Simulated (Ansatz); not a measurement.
ClMg (`[Mg][Cl]`) radical, 2 atoms. The species carries charge 0 and has multiplicity 2. Correlated methods include outer-core shells of Mg, which these sets cover unevenly. All runs use 2 threads of a server CPU on a shared host. Correlated methods freeze the cores. Open-shell runs search over several starts.

Problem. Give the basis size and wall time and peak host memory of each of these runs in Ansatz. UKS r2SCAN-D4/def2-TZVPP energy and forces; UHF-CCSD(T)/def2-SVP energy; UKS ωB97M-V/def2-TZVPP energy and forces; UKS PBE0-D4/def2-TZVP frequencies; UHF-CCSD(T)/def2-QZVPP energy; UKS PBE-QIDH (frozen core)/def2-TZVPP energy; UHF-CCSD(T)/def2-TZVPP energy; UKS PBE0-D4/def2-SVP energy; direct RPA on PBE orbitals/def2-TZVPP energy; UKS PBE0-D4/def2-QZVPP energy; UKS ωB97X-V/def2-TZVPP energy; UKS ωB97M-V/def2-SVP energy. (Best estimate.)

Solution. Ansatz gave: Other jobs shared the machine, so times are rough.

```
                                level                job  functions  wall time  peak host memory (GiB)
                 UHF-CCSD(T)/def2-SVP             energy         36      0.5 s                    0.12
                 UKS PBE0-D4/def2-SVP             energy         36     0.55 s                     0.1
UKS PBE-QIDH (frozen core)/def2-TZVPP             energy         74     0.75 s                    0.14
direct RPA on PBE orbitals/def2-TZVPP             energy         74      1.1 s                    0.15
             UKS r2SCAN-D4/def2-TZVPP  energy and forces         74      1.2 s                    0.17
               UKS PBE0-D4/def2-QZVPP             energy        133      1.2 s                    0.26
                 UKS ωB97M-V/def2-SVP             energy         36      1.6 s                    0.19
               UHF-CCSD(T)/def2-TZVPP             energy         74      1.7 s                    0.28
               UKS ωB97X-V/def2-TZVPP             energy         74      2.1 s                    0.22
               UKS ωB97M-V/def2-TZVPP  energy and forces         74      2.2 s                    0.25
               UHF-CCSD(T)/def2-QZVPP             energy        133      7.5 s                     0.9
                UKS PBE0-D4/def2-TZVP        frequencies         69      7.5 s                    0.15
```
